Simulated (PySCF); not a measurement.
# One molecule, many functionals

Methylamine, CH₅N.
Numbering: `[CH3:1][NH2:2]` (hydrogens: H3, H4, H5 on C1; H6, H7 on N2)

Linear-response calculations in the def2-SVPD basis (PySCF; singlets by full response, triplets Tamm–Dancoff, core orbitals frozen in the response; HF means time-dependent Hartree–Fock). 'Strongest' is the level of largest summed f among the singlets computed (10 roots, of which the last may lack a degenerate partner); it can jump between rows when another state enters that window. S1 is the lowest singlet of each run and needn't be the same state throughout; f(S1) is that of one state. Geometry: PBE0-D3(BJ)/def2-SVP; no solvent, vibrations or thermal averaging.

```
functional                               kind  S1 (eV)  f(S1)  strongest (eV)  T1 (eV)  HOMO (eV)  gap (eV)  ionisation energy, ΔSCF (eV)
       LDA                                LDA     5.58  0.004            7.80     5.39      -5.45      5.52                          9.68
       PBE                                GGA     5.55  0.004            7.81     5.31      -5.38      5.49                          9.52
     B3LYP  global hybrid, 20% exact exchange     5.98  0.006           10.38     5.71      -6.66      7.16                          9.67
      PBE0  global hybrid, 25% exact exchange     6.23  0.006           10.64     5.93      -6.88      7.73                          9.57
 BHandHLYP  global hybrid, 50% exact exchange     6.62  0.008           11.11     6.28      -8.34      9.65                          9.53
 CAM-B3LYP             range-separated hybrid     6.24  0.008           10.74     5.93      -8.36      9.82                          9.71
   wB97X-D             range-separated hybrid     6.52  0.010           11.03     6.32      -8.83     11.37                          9.66
   LC-wPBE             range-separated hybrid     6.80  0.010           11.36     6.44      -9.74     12.35                          9.74
        HF                       Hartree–Fock     7.52  0.011           10.45     7.01     -10.65     13.52                   not settled
```

S1 runs from 5.55 eV (PBE) to 7.52 eV (HF), a spread of 1.97 eV, while the orbital gap spreads over 8.0 eV. Along PBE (0%), B3LYP (20%), PBE0 (25%), BHandHLYP (50%), HF (100%) S1 rises with the share of exact exchange. −ε(HOMO) comes closest to its own ΔSCF ionisation energy with LC-wPBE (0.00 eV) and misses most with LDA (-4.23 eV). 'Not settled' means that the ion's SCF failed to converge or may have ended in another state than the lowest.
